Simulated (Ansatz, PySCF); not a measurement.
Reaction (SMILES): O=C=S [sulfanylidenemethanone] + 4 [H][H] (H2) -> C (CH4) + O (H2O) + S (H2S)

Wanted: energy of full hydrogenation (electronic), in kcal/mol. Terms: spin-orbit terms left out; dispersion terms only where a functional's name holds one; non-relativistic; valence correlation only. CBS(X,Y): correlation extrapolated as X^-3; Hartree-Fock from the larger set. First-principles rows: single points at B3LYP-D3(BJ) geometries (Ansatz, a quantum-chemistry and plane-wave program).

```csv
species,coefficient,"E at BP86/def2-SVP (PySCF), Eh","E at M06-2X/def2-TZVPD (PySCF), Eh"
O=C=S,-1,-511.37902,-511.54002
[H][H] (H2),-4,-1.17203,-1.16852
C (CH4),+1,-40.48104,-40.50048
O (H2O),+1,-76.35868,-76.42916
S (H2S),+1,-399.30556,-399.38030
```

Coupled cluster (Ansatz) is a level with limits of its own, used here on species with T1 under 0.025 (0.045 for open shells) and stable references: CCSD(T)/CBS(cc-pV(T+d)Z,cc-pV(Q+d)Z). Value to compare with, CCSD(T)/CBS(cc-pV(T+d)Z,cc-pV(Q+d)Z) (Ansatz): -64.1 kcal/mol. 1 Eh = 627.5095 kcal/mol.

Compute it at each level from the table, and compare with CCSD(T)/CBS(cc-pV(T+d)Z,cc-pV(Q+d)Z) (Ansatz).


- BP86/def2-SVP: the sum of coefficient times E is -0.07814 Eh, or -49.03 kcal/mol. Result: -49.0 kcal/mol. Its difference against CCSD(T)/CBS(cc-pV(T+d)Z,cc-pV(Q+d)Z) (Ansatz) is 15.1 kcal/mol.
- M06-2X/def2-TZVPD: the sum of coefficient times E is -0.09584 Eh, or -60.14 kcal/mol. Result: -60.1 kcal/mol. Its difference against CCSD(T)/CBS(cc-pV(T+d)Z,cc-pV(Q+d)Z) (Ansatz) is 4.0 kcal/mol.
